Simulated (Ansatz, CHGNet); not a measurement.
Voigt–Reuss–Hill bulk modulus (GPa) of solids drawn from the class of elemental solids other than molecular ones, at two levels: the machine-learned potential CHGNet 0.3.0 (trained on PBE and PBE+U data), and r²SCAN in Ansatz (PAW).

```
solid   CHGNet 0.3.0  r²SCAN  shift (%)
------  ------------  ------  ---------
hcp Y           38.9    40.7       +4.6
hcp Mg          35.2    39.6      +12.5
hcp Zn          72.5    79.6       +9.8
hcp Zr          79.7    95.1      +19.3
hcp Tl          17.3    31.4        +82
hcp Os           389     428      +10.0
```

The shifts run from +4.6 % to +82 %, with a median of +11.3 %.

Over all 6 rows r²SCAN is the larger in 6.

Ansatz's runs of these crystals have no spin polarisation. A magnetic state wasn't tried for hcp Y with meta-GGA or hybrid levels, which favour moments.

Spin–orbit coupling is left out, also for the solids with elements from indium on (hcp Tl, hcp Os); its size isn't shown.

Each level is taken at its own relaxed cell. Ansatz's density-functional and Hartree–Fock values are scalar-relativistic unless marked +SOC, with PAW data made under PBE.

Ansatz is a quantum-chemistry and plane-wave program.
